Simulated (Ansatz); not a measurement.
# SiH2F2: one structure at several levels

An exercise on one series of results from a longer session: the logs are not shown, and one member is left open.

Computed with Ansatz 0.2.0, Gaussian basis. Level: single points in def2-TZVPP.

Cores are frozen in the correlated methods.

## Where the work starts

5 atoms, charge 0, spin multiplicity 1.

Atoms are counted from 1 here; the program's logs count them from 0.

Bond lengths: Si1–F4 1.572 Å, Si1–F5 1.657 Å. Angles: F4–Si1–F5 95.9°.

Geometry (Å):

```xyz
5
F2H2Si
Si   -0.38660   -0.50820    0.54880
H     0.61340    0.10170   -0.83720
H     0.80590   -0.88640   -0.68720
F    -1.45860    0.27930   -0.28960
F     0.40980    0.83360    1.10780
```

The first run:

File run/in.yaml:

```yaml
crystal:
  periodic: [false, false, false]
  atoms:
    - {symbol: Si, position_ang: [-0.386600, -0.508200, 0.548800]}
    - {symbol: H, position_ang: [0.613400, 0.101700, -0.837200]}
    - {symbol: H, position_ang: [0.805900, -0.886400, -0.687200]}
    - {symbol: F, position_ang: [-1.458600, 0.279300, -0.289600]}
    - {symbol: F, position_ang: [0.409800, 0.833600, 1.107800]}
basis:
  gaussian: {orbitals: def2-TZVPP}
correlation: {method: ccsd_t}
output: {forces: true}
```

The command line of these runs was not kept.

Steps of the session up to this table: CCSD(T)/def2-TZVPP; PBE0-D4/def2-TZVPP; wB97M-V/def2-TZVPP; r2SCAN-D4/def2-TZVPP; PBE-D4/def2-TZVPP; CAM-B3LYP-D4/def2-TZVPP; revPBE-D4/def2-TZVPP.

One of the session's tables, all rows but one given; the rest of the session is left out.

| method | RMS force component (eV/Å) | angle to CCSD(T) forces (°) | dipole (D) |
| --- | --- | --- | --- |
| CCSD(T) | 1.615 | reference | 2.23 |
| PBE0-D4 | 1.543 | 1.7 | 2.17 |
| wB97M-V | 1.662 | 3.9 | 2.22 |
| r2SCAN-D4 | 1.505 | 4.3 | 2.07 |
| PBE-D4 | 1.534 | 13.8 | 2.01 |
| CAM-B3LYP-D4 | 1.624 | 1.2 | 2.26 |
| revPBE-D4 | ? | ? | ? |

Q: Estimate the row for revPBE-D4 from the others.

**Answer.** RMS force component (eV/Å): 1.598; angle to CCSD(T) forces (°): 17.0; dipole (D): 1.98. In the column «RMS force component (eV/Å)» it lies between PBE0-D4 (1.543) and CCSD(T) (1.615).
